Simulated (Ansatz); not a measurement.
**The cluster Sc₂B₂: Born-Oppenheimer dynamics**

Aim: follow the cluster Sc₂B₂ for 15 steps with a Langevin thermostat (500 K) and see how far bonds stretch and how energy moves between motion and potential.

The runs use Ansatz 0.2.0, Gaussian basis; r2SCAN/def2-SVP with D3(BJ) dispersion.

1 further run of the same task is left out (set aside as unsound or not needed).

### 1 The geometry

The structure was relaxed beforehand with r2SCAN-D4/def2-SVP.

4 atoms, charge 0, spin multiplicity 1.

Atoms are counted from 1 here; the program's logs count them from 0.

Bond lengths: Sc1–B3 2.230 Å, Sc1–B4 2.230 Å, Sc2–B3 2.230 Å, Sc2–B4 2.231 Å, B3–B4 1.549 Å. Angles: B3–Sc1–B4 40.6°, B3–Sc2–B4 40.6°, Sc1–B3–Sc2 75.9°, Sc1–B3–B4 69.7°, Sc2–B3–B4 69.7°, Sc1–B4–Sc2 75.9°, Sc1–B4–B3 69.7°, Sc2–B4–B3 69.7°.

As a file:

| atom | x (Å) | y (Å) | z (Å) |
| --- | --- | --- | --- |
| Sc1 | -0.3646 | 1.4951 | 0.3695 |
| Sc2 | 0.7023 | -0.9340 | 1.0675 |
| B3 | 0.5255 | -0.0486 | -0.9721 |
| B4 | -0.8631 | -0.5124 | -0.4648 |

### 2 Dynamics

in.yaml reads:

```yaml
crystal:
  periodic: [false, false, false]
  atoms:
    - {symbol: Sc, position_ang: [-0.364635, 1.495071, 0.369466]}
    - {symbol: Sc, position_ang: [0.702257, -0.934036, 1.067464]}
    - {symbol: B, position_ang: [0.525462, -0.048629, -0.972100]}
    - {symbol: B, position_ang: [-0.863093, -0.512396, -0.464830]}
basis:
  gaussian: {orbitals: def2-SVP}
hamiltonian: {xc: {name: r2SCAN}, dispersion: d3bj}
md: {timestep: 2 fs, n_steps: 15, ensemble: nvt_langevin, temperature: 500, initial_velocities: maxwell_boltzmann, friction: 0.01, seed: 624}
scf: {omitted_lower_state_checks: [starts]}
```

Launch:

```sh
ansatz run in.yaml --threads 2 --pin off --events-out ev --progress --plain --max-ram 4352MiB
```

Output, shortened:

```text
Warning: the engine holds no damping parameters fitted to this dispersion correction and functional, so the run takes those fitted to r2scan beside the three-body term, which d3bj leaves out (hamiltonian.dispersion, under Limitations)
Functional definition: r2SCAN
  name "r2SCAN"
  cite "Furness, Kaplan, Ning, Perdew & Sun, J. Phys. Chem. Lett. 11, 8208 (2020) doi:10.1021/acs.jpclett.0c02405"
  cite "Furness, Kaplan, Ning, Perdew & Sun, J. Phys. Chem. Lett. 11, 9248 (2020) doi:10.1021/acs.jpclett.0c03077"
  parent r2scan
[...]
1072 factors; their error is unknown
[...]
mean field -42737.79879737 eV, -1570.5851370828 hartree, gradient 2.2e-5 eV, S^2 0.000000; 0 other end points of the search recorded, 0 dependent functions left out
[...]
reference -42737.79881471 eV, -1570.5851377200 hartree; 26, 26 occupied and 64, 64 virtual orbitals, 1072 factors
md step     0: t =     0.00 fs  T =   375.0 K  F+E_penalty+E_count = -42737.82563240 eV  E_kin = 0.193890 eV  (67 SCF iters)
[...]
md step     4: t =     8.00 fs  T =   340.6 K  F+E_penalty+E_count = -42737.78278542 eV  E_kin = 0.176096 eV  (46 SCF iters)
[...]
md step     8: t =    16.00 fs  T =    88.6 K  F+E_penalty+E_count = -42737.72519948 eV  E_kin = 0.045790 eV  (46 SCF iters)
[...]
md step    12: t =    24.00 fs  T =   184.4 K  F+E_penalty+E_count = -42737.73489636 eV  E_kin = 0.095327 eV  (45 SCF iters)
[...]
md step    14: t =    28.00 fs  T =   274.9 K  F+E_penalty+E_count = -42737.75013872 eV  E_kin = 0.142126 eV  (45 SCF iters)
[...]
md step    15: t =    30.00 fs  T =   313.4 K  F+E_penalty+E_count = -42737.76211056 eV  E_kin = 0.162017 eV  (18 SCF iters)
Total energy: -42737.76212795 eV, -1570.5837895065 hartree
Atom 0 at    -0.277289     1.452365     0.357555 Å, force    -0.337399     0.542942    -0.233523 eV/Å
Atom 1 at     0.700801    -0.875546     1.107256 Å, force     0.301009    -0.825774     0.721569 eV/Å
Atom 2 at     0.529279    -0.177659    -0.913622 Å, force     0.185430     0.195282    -0.630368 eV/Å
Atom 3 at    -0.888095    -0.556015    -0.450546 Å, force    -0.149040     0.087549     0.142322 eV/Å
Dipole moment:     0.302612     0.433224     0.996732 e Å
Checks for a lower state left out: starts
```

Wall time 72 s (2 threads of Arm Neoverse V2, shared host).

### 3 Frames and traces

Step by step, with energies from the first frame:

```csv
time (fs),T (K),potential (meV),Sc2–B3 (Å)
0.0,375,0.0,2.230
2.0,389,5.1,2.212
4.0,385,19.5,2.193
6.0,390,34.5,2.176
8.0,341,42.8,2.161
10.0,267,56.0,2.147
12.0,168,75.4,2.136
14.0,111,91.8,2.127
16.0,89,100.4,2.122
18.0,111,101.3,2.118
20.0,115,97.8,2.117
22.0,111,93.9,2.118
24.0,184,90.7,2.120
26.0,218,85.1,2.124
28.0,275,75.5,2.132
30.0,313,63.5,2.145
```

Positions (Å) and forces (eV/Å) at 30.0 fs:

```xyz
4

Sc   -0.277    1.452    0.358   -0.337    0.543   -0.234
Sc    0.701   -0.876    1.107    0.301   -0.826    0.722
B     0.529   -0.178   -0.914    0.185    0.195   -0.630
B    -0.888   -0.556   -0.451   -0.149    0.088    0.142
```

### 4 Summary of results

| quantity | value |
| --- | --- |
| length | 15 steps of 2.0 fs |
| temperature, first and last frame | 375, 313 K |
| temperature, second half | mean 177 K, from 89 to 313 K |
| swing of the potential | 101 meV |
| range of Sc2–B3 | 2.117 to 2.230 Å |

**Reading.** The temperature starts at 375 K and ranges from 89 to 390 K; in so small a system it swings widely. The first value differs from the one set because the log counts other degrees of freedom than the draw of velocities did. Sc2–B3 swings most, by 0.11 Å; no bond breaks. A run of 30 fs gives no averages.
